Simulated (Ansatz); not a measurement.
**Molecular dynamics of C$_{5}$H$_{8}$**

The input (input.yaml):

```yaml
crystal:
  periodic: [false, false, false]
  atoms:
    - { symbol: C, position_ang: [-1.103395, 1.803585, -0.014991] }
    - { symbol: C, position_ang: [-0.310218, 0.791726, 0.334616] }
    - { symbol: C, position_ang: [0.086531, -0.207541, 1.358926] }
    - { symbol: C, position_ang: [0.746552, -0.178445, -0.051897] }
    - { symbol: C, position_ang: [0.46298, -1.285539, -1.055137] }
    - { symbol: H, position_ang: [-1.845867, 2.219184, 0.674802] }
    - { symbol: H, position_ang: [-1.042999, 2.263332, -1.007351] }
    - { symbol: H, position_ang: [-0.596589, -1.035277, 1.583575] }
    - { symbol: H, position_ang: [0.68594, 0.111822, 2.218644] }
    - { symbol: H, position_ang: [1.777315, 0.200956, -0.075382] }
    - { symbol: H, position_ang: [0.613544, -0.932808, -2.091202] }
    - { symbol: H, position_ang: [-0.581349, -1.633348, -0.969547] }
    - { symbol: H, position_ang: [1.127856, -2.152246, -0.890255] }
basis:
  gaussian: { orbitals: "6-31G" }
hamiltonian:
  xc: pbe
  dispersion: d4
md:
  timestep: 0.5
  n_steps: 250
  ensemble: nvt_langevin
  temperature: 300.0
  initial_velocities: maxwell_boltzmann
  seed: 922659
  friction: 0.05
scf:
  lower_state_search: "off"
```

Command:

```bash
$ ansatz run input.yaml --threads 1 --pin off --max-ram 2048MiB --backend cpu --events-out ev --progress --plain --runs-dir out
```

It starts from a relaxed structure.

Output, in part (step lines, the closing report, with atoms numbered from 0):

```
md step     0: t =     0.00 fs  T =   276.9 K  F+E_penalty+E_count = -5305.37508843 eV  E_kin = 0.465336 eV  (15 SCF iters)
md step     1: t =     0.50 fs  T =   286.0 K  F+E_penalty+E_count = -5305.36212522 eV  E_kin = 0.480620 eV  (18 SCF iters)
md step     2: t =     1.00 fs  T =   253.5 K  F+E_penalty+E_count = -5305.32881072 eV  E_kin = 0.425943 eV  (19 SCF iters)
md step     3: t =     1.50 fs  T =   253.0 K  F+E_penalty+E_count = -5305.28743995 eV  E_kin = 0.425088 eV  (19 SCF iters)
md step     4: t =     2.00 fs  T =   219.4 K  F+E_penalty+E_count = -5305.24183796 eV  E_kin = 0.368721 eV  (20 SCF iters)
md step     5: t =     2.50 fs  T =   198.4 K  F+E_penalty+E_count = -5305.20013332 eV  E_kin = 0.333394 eV  (20 SCF iters)
md step     6: t =     3.00 fs  T =   172.5 K  F+E_penalty+E_count = -5305.17155546 eV  E_kin = 0.289922 eV  (20 SCF iters)
md step     7: t =     3.50 fs  T =   161.8 K  F+E_penalty+E_count = -5305.15868442 eV  E_kin = 0.271879 eV  (20 SCF iters)
[... lines left out ...]
Total energy: -5305.07899843 eV, -194.9580572806 hartree
Atom 0 at    -1.226077     1.704062    -0.012546 Å, force     0.320897     0.849604    -0.170030 eV/Å
Atom 1 at    -0.386571     0.668444     0.151334 Å, force    -0.971660    -0.330375     1.069074 eV/Å
Atom 2 at    -0.177531    -0.534349     1.051189 Å, force     0.791247     0.772419    -0.186160 eV/Å
Atom 3 at     0.748375    -0.231231    -0.188308 Å, force    -0.175876     0.706470     0.795887 eV/Å
Atom 4 at     0.751789    -1.095680    -1.415937 Å, force     0.116095     1.345757    -0.834001 eV/Å
Atom 5 at    -2.002866     2.002043     0.760302 Å, force     0.714176    -0.588919    -0.921269 eV/Å
Atom 6 at    -1.079245     2.425298    -0.866103 Å, force    -0.237222    -0.548934     0.688231 eV/Å
Atom 7 at    -0.871011    -1.373560     0.990930 Å, force    -0.127896    -0.078065    -0.044596 eV/Å
Atom 8 at     0.303259    -0.391018     2.043626 Å, force    -0.365354    -0.103781    -0.410363 eV/Å
Atom 9 at     1.720100     0.207672     0.151402 Å, force    -0.289716    -0.477680    -0.489419 eV/Å
Atom 10 at     1.274091    -0.562849    -2.251752 Å, force     0.140234    -0.577080     0.395512 eV/Å
Atom 11 at    -0.230142    -1.297287    -1.814823 Å, force    -1.124238     0.206417    -0.030782 eV/Å
Atom 12 at     1.120481    -2.070974    -1.213721 Å, force     1.209315    -1.175833     0.137916 eV/Å
Dipole moment:     0.079084    -0.088990    -0.021068 e Å
```

The steps, from the saved trajectory:

```csv
time (fs),T (K),potential energy less start (eV)
0.0,277,0.000
4.0,169,0.215
8.0,140,0.382
12.0,297,0.298
16.0,283,0.379
20.0,308,0.390
24.0,248,0.505
28.0,335,0.439
32.0,276,0.406
36.0,303,0.490
40.0,279,0.601
44.0,379,0.440
48.0,336,0.347
52.0,257,0.512
56.0,223,0.511
60.0,252,0.406
64.0,389,0.381
68.0,333,0.430
72.0,395,0.281
76.0,236,0.448
80.0,263,0.475
84.0,299,0.433
88.0,308,0.352
92.0,277,0.373
96.0,251,0.410
100.0,293,0.336
104.0,306,0.311
108.0,269,0.299
112.0,229,0.331
116.0,277,0.371
120.0,292,0.287
124.0,192,0.303
```

The run went to its last step. A run of 0.12 ps of so small a system gives no equilibrium averages. Limits of this set-up: no polarisation functions.

The same pairs are bonded in the first frame and the last. Pairs count as bonded within 1.25 times the sum of covalent radii (0.12 Å more for H–H).

Last frame:

```xyz
13
Properties=species:S:1:pos:R:3
C -1.226 1.704 -0.013
C -0.387 0.668 0.151
C -0.177 -0.534 1.051
C 0.748 -0.231 -0.188
C 0.752 -1.096 -1.416
H -2.003 2.002 0.760
H -1.079 2.425 -0.866
H -0.871 -1.374 0.991
H 0.303 -0.391 2.044
H 1.720 0.208 0.151
H 1.274 -0.563 -2.252
H -0.230 -1.297 -1.815
H 1.121 -2.071 -1.214
```

Run time: 9.8 min on 1 CPU thread of a shared host.
